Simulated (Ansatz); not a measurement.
Molecule (SMILES): O=[O+][O-].
Atoms: O1, O2, O3. Bonds: O1-O2, O2-O3.

Basis-set convergence of the lowest harmonic wavenumber at HF with Ansatz (a quantum-chemistry and plane-wave program). Each level at its own minimum, finite differences of forces, unscaled; the reference is a large set that could be run, not a limit. Cartesian d functions, on some or all atoms, in 6-31+G*; all else is spherical. The program fits the integrals of some runs and decomposes those of others, by size. The T1 diagnostic of CCSD is high for at least one species. A restricted Hartree-Fock determinant is unstable towards unrestricted orbitals. No added dispersion term, no relativity. Reference: the value in def2-QZVPP, 870 cm⁻¹, itself unsure by roughly 3 cm⁻¹ (its mean distance from cc-pVQZ, aug-pcseg-2, aug-cc-pVTZ). Deviations are taken from unrounded values.

| basis | functions | lowest harmonic wavenumber (cm⁻¹) | minus reference (cm⁻¹) |
|---|---|---|---|
| def2-SVP | 42 | 884 | 14 |
| 6-31+G* | 57 | 847 | -23 |
| aug-cc-pVDZ | 69 | 870 | 0 |
| aug-pcseg-1 | 69 | 871 | 1 |
| def2-SVPD | 69 | 886 | 16 |
| cc-pVTZ | 90 | 867 | -3 |
| def2-TZVPP | 93 | 868 | -2 |
| 6-311++G(3df,3pd) | 117 | 873 | 3 |
| def2-TZVPPD | 120 | 868 | -2 |
